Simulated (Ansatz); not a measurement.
**AlClO+ (doublet): the correlation ladder, cc-pVDZ**

One table from this session's results is given with a row withheld; the runs are named, their logs left out.

Program: Ansatz 0.2.0, Gaussian basis. Level of theory: cc-pVDZ, core rule «outside noble gas», up to 11 orbitals frozen. These are calculated values, not measurements.

To be run: UHF; CCSD(T) on ROHF; CCSD(T) on UHF; BCCD(T) on ROHF; CISD; CCSDT(Q) on ROHF; CCSDT(Q) on UHF.

11 further runs of the same task are left out: 8 for a known fault of the program, 3 set aside as unsound or not needed.

## What is computed

The geometry is a PBE0/def2-TZVP stationary point (not a proven minimum) of the parent state, kept for this charge and spin.

3 atoms, charge 1, spin multiplicity 2.

Atoms are counted from 1 here; the program's logs count them from 0.

Bond lengths: Al1–O2 1.699 Å, O2–Cl3 1.640 Å. Angles: Al1–O2–Cl3 180.0°.

Set-up of the first run:

Contents of in.yaml:

```yaml
crystal:
  periodic: [false, false, false]
  atoms:
    - {symbol: Al, position_ang: [0.000000, 0.000000, 1.679233]}
    - {symbol: O, position_ang: [0.000000, 0.000000, -0.019667]}
    - {symbol: Cl, position_ang: [0.000000, 0.000000, -1.659567]}
basis:
  gaussian: {orbitals: cc-pVDZ}
total_charge: 1
magnetization: {spin_polarized: true, initial_magnetization: 1}
hamiltonian: {xc: hf}
output: {orbitals: {seedname: orbitals}}
```

Command:

```
ansatz run in.yaml --threads 1 --pin off --events-out ev --progress --plain --max-ram 4096MiB --backend cpu
```

Steps of the session up to this table: UHF; CCSD(T) on ROHF; CCSD(T) on UHF; BCCD(T) on ROHF; CISD; CCSDT(Q) on ROHF; CCSDT(Q) on UHF.

One of the session's tables, all rows but one given; the rest of the session is left out.

| method | from UCCSDT(Q) (kcal/mol) |
| --- | --- |
| ROHF | +231.63 |
| UHF | ? |
| RMP2 | +17.88 |
| UMP2 | +17.56 |
| CISD | +27.70 |
| RCCSD | +7.77 |
| UCCSD | +7.77 |
| RCCSD(T) | +1.38 |
| UCCSD(T) | +1.36 |
| BCCD(T) | +1.29 |
| RCCSDT | +0.88 |
| UCCSDT | +0.87 |
| RCCSDT(Q) | +0.20 |
| UCCSDT(Q) | 0 |

**Question.** Estimate the row for UHF.

**Answer.** from UCCSDT(Q) (kcal/mol): +231.27. In the column «from UCCSDT(Q) (kcal/mol)» it lies between CISD (+27.70) and ROHF (+231.63).

Caveats from the session: Restricted and unrestricted rows rest on different reference determinants; where their highest levels disagree by more than a few hundredths of an eV, they describe different states and don't form one ladder.
